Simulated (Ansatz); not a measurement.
## A reaction path, image by image

CH$_{5}$, doublet, from a complex of CH₃ + H₂ to a complex of CH₄ + H; PBE0-D4/def2-SVP (Ansatz 0.2.0). Settings:

```yaml
hamiltonian: {xc: pbe0, dispersion: d4}
neb:
  images: 5
  climbing: true
  max_iterations: 40
  initial_path: idpp
```

First end:

H1  (-1.323, -1.204, 0.192)
H2  (-1.873, -1.705, 0.272)
C3  (0.796, 0.725, -0.116)
H4  (1.530, -0.067, -0.074)
H5  (0.386, 1.032, -1.067)
H6  (0.484, 1.220, 0.792)
(Å)

Second end:

| atom | x (Å) | y (Å) | z (Å) |
| --- | --- | --- | --- |
| H1 | -0.3087 | -0.2797 | 0.0447 |
| H2 | -2.4648 | -2.2449 | 0.3578 |
| C3 | 0.4930 | 0.4490 | -0.0716 |
| H4 | 1.4539 | -0.0649 | -0.0700 |
| H5 | 0.3667 | 0.9805 | -1.0144 |
| H6 | 0.4599 | 1.1600 | 0.7536 |

The ends were relaxed with PBE0-D4 in triple zeta, so they are not quite minima here (largest force components 0.40 and 0.26 eV/Å).

Energies along the converged band: It took 16 iterations. Path lengths are measured after rigid turns and shifts between images are taken out.
```csv
image,path length (Å),energy (kcal/mol)
0,0.00,0.00
1,0.69,0.44
2 (climbing),1.38,5.48
3,1.82,-4.10
4,2.26,-6.49
5,2.70,-7.09
6,3.14,-7.07
```
Energies count from the first end.

The images between the ends:
Image 1:
```xyz
6
angstrom
H -1.0260 -0.9336 0.1489
H -1.5889 -1.4457 0.2305
C 0.6633 0.6036 -0.0962
H 1.3865 -0.2101 -0.0518
H 0.2331 0.8978 -1.0530
H 0.3319 1.0881 0.8216
```

Image 2:
```xyz
6
angstrom
H -0.7096 -0.6456 0.1029
H -1.3500 -1.2282 0.1958
C 0.3933 0.3578 -0.0570
H 1.2791 -0.2834 -0.0386
H 0.1450 0.8062 -1.0233
H 0.2421 0.9933 0.8202
```

Image 3:
```xyz
6
angstrom
H -0.4944 -0.4499 0.0717
H -1.5766 -1.4346 0.2287
C 0.3265 0.2971 -0.0474
H 1.2856 -0.2381 -0.0436
H 0.1822 0.8218 -1.0014
H 0.2767 1.0038 0.7920
```

Image 4:
```xyz
6
angstrom
H -0.4313 -0.3921 0.0625
H -1.8727 -1.7045 0.2718
C 0.3768 0.3430 -0.0547
H 1.3427 -0.1789 -0.0526
H 0.2452 0.8758 -1.0056
H 0.3392 1.0568 0.7786
```

Image 5:
```xyz
6
angstrom
H -0.3735 -0.3392 0.0541
H -2.1690 -1.9747 0.3148
C 0.4342 0.3953 -0.0630
H 1.4022 -0.1230 -0.0614
H 0.3060 0.9304 -1.0132
H 0.3999 1.1113 0.7688
```

The band counts as converged below 0.05 eV/Å. Hardware: 2 CPU threads of an Arm Neoverse V1, shared host. Wall time about 46 s.
